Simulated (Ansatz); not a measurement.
C₃H₉NO, SMILES `COC(C)N`, 14 atoms. The species carries charge 0 and has multiplicity 1. All runs use 4 threads of an Arm Neoverse V2 on a shared host. Correlated methods freeze the cores.

Question: Give the basis size and wall time and peak host memory of each of these runs in Ansatz. RKS PBE0-D4/def2-QZVPP energy; RKS ωB97X-V/def2-TZVPP energy; RKS BLYP-D4/def2-TZVPP energy; RKS ωB97M-V/def2-SVP energy; RHF-CCSD(T)/def2-TZVPP energy; RHF-MP2/def2-QZVPP energy; RKS PBE0-D4/def2-SVP energy; RKS ωB97M-V/def2-QZVPP energy; RKS ωB97M-V/def2-TZVPP energy and forces; direct RPA on PBE orbitals/def2-TZVPP energy; RHF-CCSD(T)/def2-SVP energy; RKS PBE0-D4/def2-TZVP relaxation (9 steps). (Estimate.)

Answer: Ansatz gave: Other jobs shared the machine, so times are rough.

```tsv
level	job	functions	wall time	peak host memory (GiB)
RKS PBE0-D4/def2-SVP	energy	115	0.95 s	0.51
RKS BLYP-D4/def2-TZVPP	energy	281	2 s	0.35
RKS ωB97M-V/def2-SVP	energy	115	3.5 s	0.51
direct RPA on PBE orbitals/def2-TZVPP	energy	281	5.5 s	0.79
RHF-CCSD(T)/def2-SVP	energy	115	6.5 s	0.68
RKS ωB97X-V/def2-TZVPP	energy	281	7 s	0.82
RKS PBE0-D4/def2-QZVPP	energy	555	7.5 s	1.9
RKS ωB97M-V/def2-TZVPP	energy and forces	281	10 s	1
RKS ωB97M-V/def2-QZVPP	energy	555	17 s	2.4
RKS PBE0-D4/def2-TZVP	relaxation (9 steps)	209	25 s	0.51
RHF-MP2/def2-QZVPP	energy	555	25 s	4.5
RHF-CCSD(T)/def2-TZVPP	energy	281	3.5 min	8.8
```
